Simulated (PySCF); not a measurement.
## Gas-phase thermal properties of SiOF₂

Computed with PySCF (xtb for GFN2) and rigid-rotor harmonic-oscillator thermochemistry at 1 bar. 6-31G* has spherical d functions here. All species are closed-shell singlets. B3LYP is the form with VWN-RPA correlation. SiOF₂: computed as isolated molecules; such fragments, hydroxides, amides, oligomers or adducts are transient or little studied in the gas. The harmonic model lacks anharmonicity and excited electronic states, which grow with temperature; levels with a mode under 35 cm⁻¹ are left out.

```csv
level,point group,σ,ZPE (kJ/mol),S°298 (J/mol/K),Cp298 (J/mol/K),S°1000 (J/mol/K),H1000 − H298 (kJ/mol)
B3LYP/6-31G*,C2v,2,25.1,277.9,57.9,362.0,50.2
GFN2-xTB,C2v,2,25.0,280.9,59.0,365.2,50.2
HF/6-31G*,C2v,2,27.6,274.6,55.7,356.7,49.1
PBE/def2-SVP,C2v,2,23.8,279.9,59.1,365.0,50.7
PBE0/def2-TZVP,C2v,2,25.4,277.1,57.6,360.9,50.1
```
σ: rotational symmetry number. Electronic degeneracy used: 1. Frequencies are unscaled.
